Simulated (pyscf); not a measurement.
Routes from `[CH3][SiH]([Cl])[Cl]` + `[H][H]`

Candidate steps break at most two bonds and form at most two. Each was searched with GFN2-xTB (tblite) first. PySCF, gas phase, ωB97X-D3(BJ)/def2-SVP geometries. Energies: ωB97M-D3(BJ)/def2-TZVP, kcal/mol, from the separated reactants, singlet surface; ΔG‡ with ideal gas, 1 atm, RRHO with modes under 100 cm⁻¹ raised to 100, one conformer, R ln 2 for chiral ones without a mode under 150 cm⁻¹.

```csv
products,type,ΔE‡,ΔE,ΔG‡ 298 K,ΔG‡ 900 K,ν‡ (cm⁻¹)
H₃C–SiH(Cl)–Cl + H₂,four-centre exchange,66.8,0.0,76.0,94.2,1674i
CH₄ + Cl–SiH₂–Cl,four-centre exchange,69.9,-2.8,80.1,99.1,1611i
```

Plain bond fissions and candidates not yet searched are not listed, and one of them may be faster. Each barrier is that of the saddle found; lower ones may exist.
